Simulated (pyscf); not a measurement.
PySCF, gas phase, ωB97X-D3(BJ)/def2-SVP geometries.

Task: Cl–GaH₂ + ethylene (H₂C=CH₂) → Cl–CH₂–CH₂–GaH₂
Surface: singlet. Broken: Cl–Ga. Formed: C–Cl, C–Ga. Give ΔE‡ and ΔE from ωB97M-D3(BJ)/def2-TZVP, relative to the separated reactants.

Result: ΔE‡ = 17.1 kcal/mol, ΔE = +11.4 kcal/mol. Zero-point energy shifts the barrier by +2.0 kcal/mol. It is an addition across a multiple bond or ene-type step, with an imaginary mode of 353i cm⁻¹. On the reactant side the descent ends in a bound adduct, 11.2 kcal/mol under the separated species and 25.0 kcal/mol under the saddle at ωB97X-D3(BJ)/def2-TZVP. What is counted as broken (Cl–Ga) persists as a longer contact in the product adduct; parting that adduct is a step of its own. At ωB97X-D3(BJ) the barrier from the zero used here is 13.8 kcal/mol. The same reactants have a lower exit, to H₃C–CH₂–GaH–Cl (barrier +11.0 kcal/mol at ωB97M-D3(BJ), against +17.1 kcal/mol here). Cl–CH₂–CH₂–GaH₂ is closed by a dative Cl–Ga contact. Cl–CH₂–CH₂–GaH₂ lies 55.1 kcal/mol over its isomer H₃C–Ga(CH₃)–Cl, and others may lie lower still (electronic energy, ωB97M-D3(BJ)). One saddle was located; it need not be the lowest between these sides. Elements up to Kr have no core potential and no relativistic terms here.
